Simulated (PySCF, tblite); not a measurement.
# C₅H₈O− (doublet): geometry, infrared bands and EPR parameters

What infrared bands and EPR parameters should C₅H₈O− (doublet) (`COC1(C)[CH][CH-]1`) show?

Programs: tblite 0.8.0 and PySCF 2.14.0, with density-fitted response routines of our own. Each step states its level of theory. These are calculated values for one molecule in the gas phase, unless marked as measured. Atoms count from 0, in the outputs and in this text.

### 1 The molecule as given

14 atoms, charge -1, multiplicity 2; geometry from: force field or distance geometry start.

Bonds of the start (Å): C0–O1 1.40, O1–C2 1.39, C2–C3 1.48, C2–C4 1.52, C4–C5 1.52, C5–C2 1.53, C0–H6 1.13, C0–H7 1.10, C0–H8 1.11, C3–H9 1.12, C3–H10 1.12, C3–H11 1.12, C4–H12 1.11, C5–H13 1.09.

### 2 Relaxing the molecule with GFN2-xTB

The job: settings as JSON, then the geometry in Å.

```
{"job": {"kind": "relax", "xc": "GFN2-xTB", "basis": "xTB"}, "charge": -1, "multiplicity": 2}
C      1.992000    -0.252000    -0.097600
O      0.930800     0.039800    -0.964300
C     -0.265200     0.266100    -0.301700
C     -0.837300    -0.819100     0.530800
C     -0.705200     1.691900    -0.031700
C     -1.274100     0.949000    -1.230400
H      2.177700     0.596400     0.617500
H      1.860100    -1.177200     0.489200
H      2.902200    -0.363400    -0.714500
H     -1.008800    -0.570300     1.609500
H     -1.825300    -1.110200     0.101200
H     -0.196000    -1.725000     0.419100
H     -1.461100     1.907700     0.750600
H     -2.290600     0.565800    -1.199700
```

Command:

```sh
$ OMP_NUM_THREADS=1 python probes_run.py task.json out
```

The driver reads the jobs from task.json and runs them one after another.

**Question.** This job is followed by: GFN2-xTB harmonic vibrations, gas phase; UKS B3LYP, pcH-1 on C H O, non-relativistic, mean-field spin-orbit, GIAO. Predict these results of the whole session: strongest single infrared mode (GFN2-xTB); zero-point energy (GFN2-xTB); g(iso) (B3LYP); ⟨S²⟩; largest a(iso) (averaged by class).

The runs gave:

```
                                 quantity                     value
strongest single infrared mode (GFN2-xTB)     2682 cm⁻¹, 597 km/mol
             zero-point energy (GFN2-xTB)             68.1 kcal/mol
                           g(iso) (B3LYP)                   2.00271
                                     ⟨S²⟩        0.755 (exact 0.75)
       largest a(iso) (averaged by class)  13C on C4, C5, 262.2 MHz
```

**Reading.** The optimisation took 134 steps and gained 0.752 eV; among the close pairs (by a distance rule), O1–C2 changed most, from 1.386 to 1.492 Å. All 36 modes are real, so the xTB geometry is a minimum. The strongest single mode, at 2682 cm⁻¹, moves mainly H13 and H12. Unscaled tight-binding wavenumbers are off by several per cent, some by more. Its intensities can rank the bands wrongly. The largest spin populations lie on C5 (0.51 e), C4 (0.44 e). The isotropic g lies 0.4 ppt above the free-electron value.
